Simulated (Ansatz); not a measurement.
# One shape, several levels: BOF (fluoro(oxo)borane)

Aim: a comparison of 6 runs (UHF/STO-3G, B2PLYP/STO-3G, revPBE/STO-3G, wB97X/STO-3G, BCCD(T)/STO-3G, FCI/STO-3G) of BOF (fluoro(oxo)borane). 

The results are computed with Ansatz 0.2.0.

53 further runs of the same task are left out: 4 that didn't finish, 49 set aside as unsound or not needed.

## Step 1: The molecule

The species is BOF (3 atoms), meant as a singlet with charge 0. As SMILES, `O=BF`. The B2–O1 distance was set to 1.809 Å, away from the relaxed value.

Bond lengths: B2–F3 1.282 Å. A long bond or contact: O1–B2 1.809 Å.

## Step 2: The energy at UHF/STO-3G (run 1)

Contents of run.yaml:

```yaml
crystal:
  periodic: [false, false, false]
  atoms:
    - {symbol: O, position_ang: [1.464514, -0.841858, 0.714907]}
    - {symbol: B, position_ang: [0.020300, -0.011600, 0.009900]}
    - {symbol: F, position_ang: [-1.003400, 0.576800, -0.489800]}
basis:
  gaussian:
    orbitals: STO-3G
magnetization:
  spin_polarized: true
  initial_magnetization: 0
hamiltonian:
  xc: hf
accuracy: high
```

Run with:

```console
$ ansatz run run.yaml --threads 1 --pin off --max-ram 2610MiB --events-out events.jsonl --progress --plain --runs-dir runs
```

The program printed:

```text
Warning: RAYON_NUM_THREADS=1 ignored (pool sized by the plan → 1); use --threads N
[... 45 lines left out ...]
Total energy: -5336.74406953 eV, -196.1217271801 hartree
```

It took 2.9 s on 1 thread of Intel Xeon Platinum 8488C (Sapphire Rapids), shared host.

## Step 3: The energy at B2PLYP/STO-3G (run 2)

Contents of input.yaml:

```yaml
basis:
  gaussian:
    orbitals: STO-3G
crystal:
  periodic: [false, false, false]
  atoms:
    - {symbol: O, position_ang: [1.464514, -0.841858, 0.714907]}
    - {symbol: B, position_ang: [0.020300, -0.011600, 0.009900]}
    - {symbol: F, position_ang: [-1.003400, 0.576800, -0.489800]}
hamiltonian:
  xc: {name: B2PLYP}
correlation:
  frozen_orbitals: {B: 1, F: 1, O: 1}
accuracy: high
```

Run with:

```console
$ ansatz run input.yaml --threads 1 --pin off --max-ram 2610MiB --events-out events.jsonl --progress --plain --runs-dir runs
```

The program printed, cut to the lines that bear on the results:

```text
Warning: RAYON_NUM_THREADS=1 ignored (pool sized by the plan → 1); use --threads N
Functional definition: B2PLYP
  name "B2PLYP"
[...]
238 factors; integrals over basis functions are off by at most 3.9e-8 eV
[...]
mean field -5351.93989537 eV, -196.6801634799 hartree, gradient 1.2e-8 eV, S^2 0.000000; 2 other end points of the search recorded, 0 dependent functions left out; unrestricted orbitals would lower it
3 core orbitals not correlated: weight in the atoms' cores, before any rotation towards them, 1.000 or more for the frozen orbitals, at most 0.000 for the correlated occupied ones
reference -5351.93990759 eV, -196.6801639286 hartree; 8, 8 occupied and 4, 4 virtual orbitals, 238 factors
second order -6.64440016 eV of doubles, -0.00000000 eV of singles
Total energy: -5353.73389563 eV, -196.7460917732 hartree
```

Wall time 0.7 s (1 thread of Intel Xeon Platinum 8488C (Sapphire Rapids), shared host).

Runs 3 to 5 aren't shown in full; the table further down has their settings and results.

## Step 4: A single-point energy at FCI/STO-3G (run 6)

Contents of run.yaml:

```yaml
crystal:
  periodic: [false, false, false]
  atoms:
    - symbol: O
      position_ang: [1.464514, -0.841858, 0.714907]
    - symbol: B
      position_ang: [0.020300, -0.011600, 0.009900]
    - symbol: F
      position_ang: [-1.003400, 0.576800, -0.489800]
basis:
  gaussian:
    orbitals: STO-3G
correlation:
  method: fci
  frozen_orbitals: {B: 1, F: 1, O: 1}
accuracy: high
```

Run with:

```console
$ ansatz run run.yaml --threads 1 --pin off --max-ram 2610MiB --events-out events.jsonl --progress --plain --runs-dir runs
```

The program printed, cut to the lines that bear on the results:

```text
Warning: RAYON_NUM_THREADS=1 ignored (pool sized by the plan → 1); use --threads N
Functional definition: HF
  name "HF"
[...]
238 factors; integrals over basis functions are off by at most 3.9e-8 eV
[...]
mean field -5336.05701036 eV, -196.0964782213 hartree, gradient 3.9e-9 eV, S^2 0.000000; 1 other end points of the search recorded, 0 dependent functions left out; unrestricted orbitals would lower it
3 core orbitals not correlated: weight in the atoms' cores, before any rotation towards them, 1.000 or more for the frozen orbitals, at most 0.000 for the correlated occupied ones
reference -5336.05701036 eV, -196.0964782213 hartree; 8, 8 occupied and 4, 4 virtual orbitals, 238 factors
state -5341.20641605 eV, -196.2857153903 hartree
Total energy: -5341.20641605 eV, -196.2857153903 hartree
```

Wall time 0.86 s (1 thread of Intel Xeon Platinum 8488C (Sapphire Rapids), shared host).

## Step 5: Overview of the runs

```tsv
run	level	frozen core orbitals	energy (Eh)	wall time
1	UHF/STO-3G	–	-196.121727	2.9 s
2	B2PLYP/STO-3G	3	-196.746092	0.7 s
3	revPBE/STO-3G	–	-196.966473	0.5 s
4	wB97X/STO-3G	–	-196.940272	1.9 s
5	BCCD(T)/STO-3G	3	-196.279934	0.2 s
6	FCI/STO-3G	3	-196.285715	0.86 s
```

## Step 6: What came out

| quantity | value |
| --- | --- |
| run 6: total energy | -196.28572 Eh |
| run 6: correlation energy (3 core orbitals frozen) | -189.2 mEh |

In words: Against full CI in this basis: UHF +164.0 mEh; BCCD(T) +5.8 mEh. Totals of different functionals can't be ranked against each other. In runs 2, 5 the log says that unrestricted orbitals would lower the reference, so the values rest on an unstable closed-shell determinant (other closed-shell runs at this shape may share the fault). In runs 1, 2, 3, 4, 5, 6 the basis is minimal, so the values are rough. Spin contamination of the reference: run 1 ⟨S²⟩ = 1.33. Where it is this large, the reference is a mixture of spin states, and values that rest on it are in doubt. All runs together took 7 s, the longest 2.9 s.
